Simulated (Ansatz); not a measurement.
CH$_{3}$BF, SMILES `C[B]F` radical, 6 atoms. Total charge 0; spin multiplicity 2. All runs use 2 threads of a server CPU on a shared host. Correlated methods freeze the cores. Open-shell runs search over several starts.

Give the basis size and wall time and peak host memory of each of these runs in Ansatz. UKS PBE0-D4/def2-TZVP frequencies; UHF-CCSD(T)/def2-TZVPP energy; UKS ωB97M-V/def2-QZVPP energy; UKS ωB97M-V/def2-SVP energy; direct RPA on PBE orbitals/def2-TZVPP energy; UKS PBE0-D4/def2-TZVP relaxation (4 steps); UKS PBE0-D4/def2-QZVPP energy; UHF-MP2/def2-QZVPP energy; UKS HSE06-D4/def2-TZVPP energy; UKS r2SCANh-D4/def2-TZVPP energy; UKS PBE0-D4/def2-SVP energy; UHF-CCSD(T)/def2-SVP energy. (Estimate.)

Computed: Other jobs shared the machine, so times are rough.

```tsv
level	job	functions	wall time	peak host memory (GiB)
UKS PBE0-D4/def2-SVP	energy	57	1.4 s	0.11
UHF-CCSD(T)/def2-SVP	energy	57	2.9 s	0.21
UKS HSE06-D4/def2-TZVPP	energy	135	3.1 s	0.22
direct RPA on PBE orbitals/def2-TZVPP	energy	135	4.4 s	0.21
UKS r2SCANh-D4/def2-TZVPP	energy	135	6 s	0.24
UKS ωB97M-V/def2-SVP	energy	57	6 s	0.21
UKS PBE0-D4/def2-QZVPP	energy	261	7 s	0.51
UHF-MP2/def2-QZVPP	energy	261	12 s	0.72
UKS PBE0-D4/def2-TZVP	relaxation (4 steps)	111	15 s	0.18
UKS ωB97M-V/def2-QZVPP	energy	261	18 s	0.69
UHF-CCSD(T)/def2-TZVPP	energy	135	55 s	1.7
UKS PBE0-D4/def2-TZVP	frequencies	111	62 s	0.18
```

HSE06 is defined as in plane-wave codes.
